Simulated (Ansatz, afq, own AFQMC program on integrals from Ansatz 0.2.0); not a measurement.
## AlN, singlet in 6-31G, levels against full CI

```xyz
2

Al    0.0000    0.0000    0.0000
N     0.0000    0.0000    1.6681
```

Basis 6-31G. Noble-gas cores (and the filled d shells of Ga–Kr and In–Xe) are frozen. AFQMC by an in-house program on the Cholesky factors that Ansatz 0.2.0 writes for its CCSD(T) run. ph-AFQMC/CISD is guided by a CISD state made of CCSD amplitudes; releasing the constraint for a short imaginary time cuts its bias at the price of noise, slowly where states lie close. Uncertainties: one standard error, sampling alone.

Determinant: RHF, the one that the program's search chose, which needn't be the lowest solution. The geometry is a PBE0/def2-TZVP stationary point of this or a neighbouring charge and spin state.

Full CI on the same integrals is exact in this basis and with this determinant's frozen core.

Cautions: another spin lies lower; restricted determinant unstable towards unrestricted (UHF 1.86 eV lower, ⟨S²⟩ 1.21); the search met a lower determinant of the same kind, perhaps of another symmetry (102 meV lower), and this one is a saddle point; strong correlation (T1 0.146, weight of the determinant 0.58, largest double 0.25); (T) is large, 10 % of the CCSD correlation; (Q) is large, 125 meV, so the cluster series hasn't closed; CCSD(T) is in doubt: in a space of 8 electrons in 8 natural orbitals full CI lies 102 meV above it; the released energies move by 1.5 errors or more from one time to the next, so no released level is given (meV from the phaseless value at times in 1/Eh: 9 ± 27 at 0.24, 19 ± 25 at 0.51, -34 ± 24 at 0.99, -9 ± 32 at 1.62, -80 ± 35 at 2.40), though the last usable value meets full CI within the noise; CCSDTQ on the UHF determinant differs (31 meV lower), perhaps since the unrestricted series falls towards higher spin.

The T1 diagnostic is 0.1464. The weight of the determinant in the CISD state is 0.580 and the size of the correlated space is 8 electrons in 16 orbitals.

Reference: full CI, correlation energy -5.882 eV. The cautions show a poor starting determinant, so the rows tell how each method copes with it here, and full CI is the sure value.

```json
{"level": "HF", "E − E(reference) (kJ/mol)": "567.5", "share of correlation (%)": "0.00"}
{"level": "MP2", "E − E(reference) (kJ/mol)": "176.4", "share of correlation (%)": "68.91"}
{"level": "CCSD", "E − E(reference) (kJ/mol)": "42.0", "share of correlation (%)": "92.59"}
{"level": "CCSD(T)", "E − E(reference) (kJ/mol)": "-8.0", "share of correlation (%)": "101.40"}
{"level": "CCSDT", "E − E(reference) (kJ/mol)": "3.3", "share of correlation (%)": "99.42"}
{"level": "CCSDT(Q)", "E − E(reference) (kJ/mol)": "-8.8", "share of correlation (%)": "101.55"}
{"level": "CCSDTQ", "E − E(reference) (kJ/mol)": "0.6", "share of correlation (%)": "99.90"}
{"level": "ph-AFQMC/HF", "E − E(reference) (kJ/mol)": "45.9 ± 5.7", "share of correlation (%)": "91.90"}
{"level": "ph-AFQMC/CISD", "E − E(reference) (kJ/mol)": "9.5 ± 2.5", "share of correlation (%)": "98.33"}
```

CCSDT and higher add their correlation energy to the determinant of the CCSD(T) run, since their own runs factorise the integrals more tightly (a shift of under 2 meV). A walk keeps the symmetry of its determinant, which the program's search chose and which needn't be the lowest solution, so a lower state of the same spin and another symmetry isn't excluded.
